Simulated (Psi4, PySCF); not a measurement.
Dimer: CHN (SMILES C#N) (first 3 atoms) with CH4S (SMILES CS); geometry from NCB31 set.
(charge 0, multiplicity 1):
```xyz
9

C      1.996     0.057    -0.006
N      2.980     0.658     0.109
H      1.072    -0.485    -0.106
S     -1.514    -0.800    -0.117
C     -1.570     1.013     0.012
H     -1.555    -1.053     1.200
H     -1.546     1.392    -1.010
H     -0.709     1.403     0.553
H     -2.493     1.340     0.487
```

Monomers are frozen at their geometry in the pair; levels with a basis set take the counterpoise correction. Rows marked so take none.

Cores are frozen in the correlated methods. Rows in 6-31G*, STO-3G carry no dispersion term and start afresh at each structure (6-31G* with six Cartesian d functions).

The values were computed with Psi4 for SAPT; PySCF for 6-31G* rows, STO-3G rows. Each number belongs to the level named beside it.

Predict the interaction energy from M06-2X/6-31G* (no counterpoise).

-3.9 kcal/mol

Predict the interaction energy from SAPT0/jun-cc-pV(D+d)Z.

-3.4 kcal/mol

What is the computed interaction energy (HF/STO-3G (no counterpoise))?

-1.7 kcal/mol
